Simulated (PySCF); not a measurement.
# C: electron affinity

C⁻ [He] 2s2 2p3 (4S) → C [He] 2s2 2p2 (3P), as a difference of total energies. Calculation: PySCF 2.14, in aug-cc-pwCVDZ; the non-relativistic Hamiltonian (point nucleus). Correlated levels: valence and next inner shell: nothing frozen. The calculations carry no spin-orbit coupling.

| method | electron affinity (eV) |
| --- | --- |
| UHF | 0.469 |
| MP2 (valence and next inner shell) | 1.193 |
| SCS-MP2 (valence and next inner shell) | 0.922 |
| CCSD (valence and next inner shell) | 1.099 |
| CCSD(T) (valence and next inner shell) | 1.148 |
| CCSDT (valence and next inner shell) | 1.156 |

Errors of the correlated levels include the incompleteness of this basis.

Which method comes closest to the reference value, and which is furthest?

The reference is 1.262 eV (measured; photodetachment measurements, as compiled on the Wikipedia data page of electron affinities). Closest: MP2 (valence and next inner shell) (error -0.069 eV); furthest: UHF (error -0.793 eV).
